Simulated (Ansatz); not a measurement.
Start from `CC(O)(F)C=O` and change one atom or group to get `CC(O)F`.

Ansatz, PBE0-D4/def2-TZVP geometries, multiplicity 1. Each molecule was computed in one conformer, which needn't be the lowest.

```
                                        property  `CC(O)(F)C=O`
               LUMO energy (PBE/def2-TZVPP) / eV          -2.83
             LUMO energy (B3LYP/def2-TZVPP) / eV          -1.93
              LUMO energy (PBE0/def2-TZVPP) / eV          -1.63
size of the dipole moment (B3LYP/def2-TZVPP) / D           2.13
           LUMO energy (ωB97M-V/def2-TZVPP) / eV           0.72
              HOMO energy (PBE0/def2-TZVPP) / eV          -8.28
```

Problem. What does the change do to each property? (Estimate.)

Solution. Computed: 
```tsv
property	`CC(O)F`	shift
LUMO energy (PBE/def2-TZVPP) / eV	0.16	2.99
LUMO energy (B3LYP/def2-TZVPP) / eV	0.62	2.55
LUMO energy (PBE0/def2-TZVPP) / eV	1.04	2.67
size of the dipole moment (B3LYP/def2-TZVPP) / D	1.63	-0.50
LUMO energy (ωB97M-V/def2-TZVPP) / eV	2.46	1.74
HOMO energy (PBE0/def2-TZVPP) / eV	-8.89	-0.61
```

With PBE0 the HOMO falls by 0.61 eV and the LUMO rises by 2.67 eV, so the gap widens by about 3.28 eV. PBE moves the HOMO by -0.48 eV and ωB97M-V by -0.67 eV. Dipoles are sizes alone; their direction can turn.

B3LYP here is the variant with VWN-RPA as its local correlation; programs differ in this.
